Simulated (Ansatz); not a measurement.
`CC(N)(S)S`, charge 0, multiplicity 1.

Q: Give a relaxed structure at PBE0-D4/def2-TZVP (Ansatz 0.2.0). (An estimate is asked.)

A: The calculation gave: 
Z-matrix (Å, degrees):
```
C
C 1 1.524
H 1 1.092 2 109.3
H 1 1.094 2 109.7 3 -119.3
H 1 1.091 2 111.9 3 120.3
N 2 1.446 1 114.9 3 59.2
S 2 1.824 1 106.1 3 179.3
S 2 1.831 1 111.2 3 -57.8
H 6 1.014 2 110.5 1 -51.5
H 6 1.012 2 109.9 1 69.1
H 7 1.342 2 95.4 1 177.4
H 8 1.342 2 96.4 1 -47.5
```
This is one stationary point; other conformers may exist.
